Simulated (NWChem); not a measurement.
System: acetylene (C2H2); SMILES C#C

NWChem input:

```
start job
memory heap 200 mb stack 900 mb global 1100 mb
geometry units angstroms
  C      0.000000     0.000000    -0.604265
  C      0.000000     0.000000     0.604265
  H      0.000000     0.000000    -1.679242
  H      0.000000     0.000000     1.679242
end
basis spherical
  * library 6-31g*
end
dft
  xc b3lyp
  iterations 150
end
driver
  maxiter 120
end
task dft optimize
task dft freq
```

B3LYP is NWChem's, with the RPA form of VWN correlation.

The level has its own optimisation; frequencies are unscaled.

Problem. Give the results of this calculation. (B3LYP/6-31G* (spherical d).) Quantities: r C–C (Å); r C–H (Å); highest harmonic frequency (cm⁻¹); lowest (cm⁻¹); zero-point energy (kcal/mol).

Solution. 
```json
{
 "r C–C (Å)": "1.205",
 "r C–H (Å)": "1.066",
 "highest harmonic frequency (cm⁻¹)": "3543",
 "lowest (cm⁻¹)": "538",
 "zero-point energy (kcal/mol)": "16.7"
}
```
